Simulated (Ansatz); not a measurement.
## Band transport in ScAl$_{2}$

Method: Ansatz 0.2.0, DFT LDA, scalar-relativistic, plane waves, PAW. Settings: 420 eV plane-wave cutoff, Γ-centred 8×8×8 mesh, Fermi-Dirac smearing of 0.15 eV. No spin polarisation.

The cell, relaxed at this level:
```
Sc Al
1.0
     0.00000    3.72705    3.72705
     3.72705    0.00000    3.72705
     3.72705    3.72705    0.00000
Sc Al
2 4
Direct
  0.50000 0.50000 0.50000
  0.75000 0.75000 0.75000
  0.12500 0.12500 0.12500
  0.62500 0.12500 0.12500
  0.12500 0.62500 0.12500
  0.12500 0.12500 0.62500
```

In a metal these results depend on the k mesh and the smearing.

Constant relaxation time and rigid bands. The levels are interpolated over the whole zone and filled by a Fermi function at the stated temperature, with the chemical potential set by the electron count. Seebeck coefficients of a few μV/K are small differences and uncertain even in sign.

(1) Give the Drude plasma energies, the density of states at the chemical potential and σ/τ at 300 K.

(2) And the Seebeck coefficient (μV/K)?

Answers

(1)
```json
{
 "Plasma energy xx, yy, zz": "3.93, 3.93, 3.93 eV",
 "Density of states (thermally broadened)": "3.76 states/eV/cell",
 "Conductivity over τ, xx, yy, zz": "3.2, 3.2, 3.2 ×10²⁰ (Ω·m·s)⁻¹"
}
```

(2)
```tsv
T (K)	Sxx	Syy	Szz
300	5.6	5.6	5.6
600	12.4	12.4	12.4
900	20.5	20.5	20.5
```

Whether ScAl2 exists in this form wasn't checked.

Cost: 1 run of about 9.8 core-minutes, on Oxide Virtual Turin-like Processor (Zen 5) (shared hosts).